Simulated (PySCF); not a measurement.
**Simulated absorption spectrum**

Species: C6H11 (charge +1).
Atom-mapped SMILES: `[CH2:1]=[C:2]([CH+:3][CH3:4])[CH2:5][CH3:6]` (hydrogens: H7, H8 on C1; H9 on C3; H10, H11, H12 on C4; H13, H14 on C5; H15, H16, H17 on C6)

Cartesian coordinates in Å at the GFN2-xTB level; atoms count from 1:
```
atom  x, y, z in Å
C1     0.3471   -1.8245    1.0143
C2     0.3205   -0.7082    0.2243
C3     1.3036    0.2719    0.4605
C4     1.4499    1.5324   -0.2108
C5    -0.7536   -0.5270   -0.8068
C6    -1.9242    0.2653   -0.2149
H7    -0.3850   -2.6098    0.8958
H8     1.0891   -1.9692    1.7854
H9     2.0390    0.0488    1.2293
H10    1.4927    2.3380    0.5345
H11    0.6957    1.7462   -0.9619
H12    2.4562    1.5906   -0.6498
H13   -0.3628   -0.0135   -1.6849
H14   -1.1135   -1.5044   -1.1266
H15   -1.6119    1.2515    0.1197
H16   -2.3508   -0.2640    0.6333
H17   -2.6989    0.3879   -0.9655
```

Computed, not measured: PySCF 2.14.0, density-fitted response routines, TDDFT PBE0/def2-SVPD, vertical, gas phase, core orbitals frozen in the response.

Broadening: Gaussians 0.4 eV wide at half height, area fixed by f = 4.319×10⁻⁹ ∫ε dν̃. The width is an assumption, not a result. The curve ends short of the highest state used, and states not computed would add to its high-energy end.

| E (eV) | ε (L mol⁻¹ cm⁻¹) |
| --- | --- |
| 3.34 | 1 |
| 3.42 | 7 |
| 3.50 | 27 |
| 3.58 | 86 |
| 3.66 | 223 |
| 3.74 | 491 |
| 3.82 | 956 |
| 3.90 | 1731 |
| 3.98 | 2975 |
| 4.06 | 4724 |
| 4.14 | 6582 |
| 4.22 | 7715 |
| 4.30 | 7417 |
| 4.38 | 5774 |
| 4.46 | 3619 |
| 4.54 | 1821 |
| 4.62 | 735 |
| 4.70 | 240 |
| 4.78 | 78 |
| 4.86 | 85 |
| 4.94 | 258 |
| 5.03 | 813 |
| 5.11 | 1796 |
| 5.19 | 3193 |

Problem. Locate the maxima and give the states behind the curve.

Solution. 292 nm (4.24 eV), ε about 7800, made up of S3 (97%) (ε in L mol⁻¹ cm⁻¹; maxima over ε = 5, shares over 10%). At its high-energy end, 5.19 eV, the curve is still rising (ε about 3200, from S4). The states used: S1 3.94 eV (f 0.0088); S2 3.99 eV (f 0.0047); S3 4.25 eV (f 0.113); S4 5.36 eV (f 0.075); S5 5.73 eV (f 0.029); S6 5.79 eV (f 0.099).

Problem. Coming from long wavelengths, where does ε first pass 100 L mol⁻¹ cm⁻¹?

Solution. At about 345 nm (3.59 eV), 0.34 eV below S1.

Problem. What would ε be at 4.24 eV, the highest of these maxima, with half the width (0.2 eV)?

Solution. About 15000 L mol⁻¹ cm⁻¹ against 7790, a factor of about 1.9; a lone state at its own centre would give exactly 2.

Problem. On this curve, what absorbance would a 10⁻⁴ mol/L sample give at 248 nm over a 1 cm path?

Solution. 248 nm is 4.999 eV, where ε is about 570 L mol⁻¹ cm⁻¹, so A = ε c l ≈ 0.057 (Beer–Lambert, with the gas-phase spectrum and the assumed width).

Hardware: an Arm Neoverse V1 with one thread, no GPU, shared host with 32 logical CPUs at a one-minute load of 20. Cost: 27 s wall, 0.86 GiB resident at most.

One conformer stands for the species.
